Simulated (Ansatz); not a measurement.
# Equilibrium lattice constant a of Sc (model structure, started from the diamond type, Fd-3m, No. 227, 2 atoms in the cell) at several levels of theory

No measured value is used here.

Put these levels in order of the equilibrium lattice constant a that they give for Sc (model structure, started from the diamond type, Fd-3m, No. 227, 2 atoms in the cell), smallest first: PBE (Ansatz, an electronic-structure program), PBE-D3(BJ) (Ansatz), PBEsol (Ansatz).

PBE-D3(BJ) (6.244 Å), PBEsol (6.294 Å), PBE (6.575 Å)

Ansatz's density-functional and Hartree–Fock values are scalar-relativistic unless marked +SOC, with PAW data made under PBE.

A model structure was made by putting elements into a prototype or built by hand; it is no filed structure, need not be a known phase, and can be a saddle point held by its symmetry.
